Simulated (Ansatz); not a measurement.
Reaction (SMILES): C#CC → [C-]#CC + H+
B3LYP-D3(BJ)/def2-TZVP geometries, fixed; electronic energies without zero-point terms.
Largest species:
```xyz
7

C     -0.0011    -0.0004     0.2181
C     -0.0068    -0.0029     1.4176
C      0.0060     0.0025    -1.2360
H     -0.0119    -0.0051     2.4795
H      0.0152     1.0232    -1.6237
H      0.8874    -0.5130    -1.6226
H     -0.8790    -0.5002    -1.6311
```

Effect of the final integration grid (spheres per factor e of radius in core and valence, angular degree) at PBE0/aug-cc-pVTZ with Ansatz (a quantum-chemistry and plane-wave program), against the last row, where the deprotonation energy is 390.92 kcal/mol. The proton leaves the site shown, which need not be the most acidic. The default's grid is 13, 11, 36.

| setting | largest shift of a total energy (mEh) | shift of the deprotonation energy (kcal/mol) |
|---|---|---|
| accuracy: medium (default) | 0.000 | 0.000 |
| final_grid: 4, 3, 11 | 3.211 | -0.382 |
| final_grid: 6, 5, 17 | -0.052 | 0.051 |
| final_grid: 8, 7, 23 | 0.004 | 0.004 |
| final_grid: 10, 9, 29 | -0.001 | 0.000 |
| final_grid: 18, 15, 47 | 0.000 | 0.000 |
| final_grid: 26, 22, 59 | 0.000 | 0.000 |

Within 0.02 kcal/mol in the deprotonation energy: accuracy: medium (default); final_grid: 8, 7, 23; final_grid: 10, 9, 29; final_grid: 18, 15, 47. The largest shift is 3.211 mEh in a total energy and 0.382 kcal/mol in the difference.
